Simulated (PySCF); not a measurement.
C4H4F2.
Structure used (GFN2-xTB), in Å, numbered top down from 1:
```
atom  x, y, z in Å
F1    -1.892   -0.262    1.607
C2    -1.820    0.005    0.295
C3    -0.660    0.096   -0.349
C4     0.626   -0.079    0.278
C5     1.768    0.017   -0.394
F6     2.954   -0.149    0.205
H7    -2.796    0.131   -0.146
H8    -0.682    0.314   -1.405
H9     0.642   -0.297    1.336
H10    1.869    0.230   -1.449
```

The closed-shell ground state was solved at several levels (PySCF, density fitting, gas phase, non-relativistic).

```csv
level,basis functions,total energy (Eh),HOMO (eV),LUMO (eV),gap (eV),dipole (D)
B3LYP/pcJ-1,202,-354.4753,-6.49,-0.99,5.50,2.34
PBE0/pcSseg-1,122,-354.0530,-6.71,-0.78,5.93,2.33
```

Q: Estimate the row for CAM-B3LYP/def2-SVPD, a basis of 158 functions; the other rows only guide the guess.

A: Total energy -354.0855 Eh, HOMO -8.08 eV, LUMO 0.16 eV, gap 8.24 eV, dipole 2.35 D.

Q: Over all these levels, which gives the widest orbital gap and which the narrowest?

A: CAM-B3LYP/def2-SVPD (range-separated hybrid) has the widest, 8.24 eV, and B3LYP/pcJ-1 (global hybrid, 20 % exact exchange) the narrowest, 5.50 eV. Functional and basis both differ between the two, so the spread mixes both effects.

Q: How far do the dipole and the HOMO energy spread over the levels?

A: The dipole runs from 2.33 to 2.35 D (mean 2.34 D) and the HOMO from -8.08 to -6.49 eV.

One conformer stands for the species.
